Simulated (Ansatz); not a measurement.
System: CH$_{3}$S (charge 0, doublet). It need not be the lowest isomer of its formula. 
Coordinates optimised at B3LYP-D3(BJ)/def2-TZVP (Ansatz, a quantum-chemistry and plane-wave program):
```
C
H 1 1.0766
H 1 1.0777 2 121.19
S 1 1.7159 2 121.95 3 -180.00
H 4 1.3430 1 98.20 2 0.00
```
Charge 0, spin multiplicity 2.

Basis-set convergence of Hartree-Fock and CCSD correlation energies (hartree) with Ansatz. Correlated levels leave the core frozen unless marked. Open shells are spin-unrestricted. Spin-orbit coupling is left out. Non-relativistic.

```tsv
basis	functions	E(HF)	E(corr, CCSD)
def2-SVP	47	-436.93884	-0.28800
def2-TZVPP	115	___	___
```

Problem. Some entries are withheld; supply them.

Solution. 
- def2-TZVPP, E(HF): -437.12549
- def2-TZVPP, E(corr, CCSD): -0.36308
